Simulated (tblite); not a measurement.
Compound: (3Z)-3-penten-1-ol, C5H10O.
Z-matrix (Å and degrees, GFN2-xTB geometry), rows numbered from 1:
```
C 
C   1  1.4947
C   2  1.3259  1  127.34
C   3  1.4994  2  126.77  1    -2.34
C   4  1.5373  3  110.27  2   -96.52
O   5  1.4051  4  112.45  3    66.61
H   1  1.0904  2  109.68  3  -111.98
H   1  1.0854  2  112.45  3     9.17
H   1  1.0896  2  109.95  3   130.28
H   2  1.0835  1  114.19  3   178.52
H   3  1.0829  2  118.69  1  -179.42
H   4  1.0900  3  111.27  2    24.25
H   4  1.0914  3  109.62  2   144.15
H   5  1.0924  4  110.25  3  -175.65
H   5  1.1010  4  109.41  3   -56.37
H   6  0.9654  5  107.92  4   -51.65
```

Calculated harmonic vibrations of the isolated species, GFN2-xTB (tblite), most abundant isotopes, no scaling. Against measured fundamentals such values can be off by several per cent, at times by over 20. One conformer, not necessarily the lowest.

Harmonic wavenumbers (cm⁻¹): 60.2, 98.7, 109.3, 217.8, 286.8, 371.3, 405.5, 505.1, 554.9, 757.5, 874.2, 904.1, 941.5, 959.9, 1034.4, 1043.8, 1047.1, 1083.9, 1127.3, 1160.8, 1184.0, 1279.4, 1296.5, 1314.7, 1347.7, 1364.6, 1408.5, 1470.5, 1477.3, 1480.9, 1494.2, 1731.8, 2860.7, 2978.4, 2985.3, 2994.9, 3006.7, 3014.8, 3038.1, 3054.4, 3067.1, 3513.0.

A = 5432, B = 2406, C = 1953 MHz; mass 86.073 u (most abundant isotopes); point group C1, symmetry number 1.

Question: What is the zero-point energy?

Answer: ½Σν̃ = 30454 cm⁻¹ = 364.31 kJ/mol.

Question: What is S at 200 K and 1 bar for an ideal gas of classical rigid rotors and harmonic oscillators?

Answer: Translation 156.12, rotation 107.71, vibration 52.95: S = 316.8 J/(mol K).

Question: And Cp and H(200 K) − H(0)?

Answer: Cp = 89.50 J/(mol K), of which vibrations give 56.25 (their classical limit is 42 R = 349.2); H(200 K) − H(0) = 12.44 kJ/mol without the zero-point energy, 5.79 from vibrations.

Question: How do the functions run with temperature in this model?

Answer: 
| T (K) | S (J/(mol K)) | Cp (J/(mol K)) | H − H(0) (kJ/mol) | G − H(0) (kJ/mol) | ln q(vib) |
| --- | --- | --- | --- | --- | --- |
| 150 | 293.0 | 76.6 | 8.29 | -35.66 | 2.01 |
| 250 | 338.3 | 103.8 | 17.27 | -67.30 | 3.75 |
| 298.15 | 357.8 | 119.1 | 22.63 | -84.06 | 4.58 |
| 400 | 397.5 | 152.4 | 36.46 | -122.54 | 6.34 |
| 600 | 470.3 | 207.6 | 72.76 | -209.44 | 9.86 |
| 900 | 565.8 | 262.7 | 143.96 | -365.27 | 15.07 |

q(vib) and H(0) count from the zero-point level.

Question: Blend soft modes into free rotors: weight 1/[1 + (100 cm⁻¹/ν̃)⁴] for the oscillator and the rest for a rotor with moment μB/(μ + B), μ = h/(8π²ν), B = 10⁻⁴⁴ kg m². What vibrational entropy results?

Answer: 49.72 J/(mol K) in place of 52.95, which changes −T·S at 200 K by +0.65 kJ/mol.

Hindered rotation and anharmonicity are outside this model. Other conformers, if any are populated, would add a mixing term that is left out. The structure is chiral; the term R ln 2 for an equal mix with its mirror image is left out.

Run on an Arm Neoverse V1 with one thread, on a shared host. This covers the Hessian and the dipole derivatives.
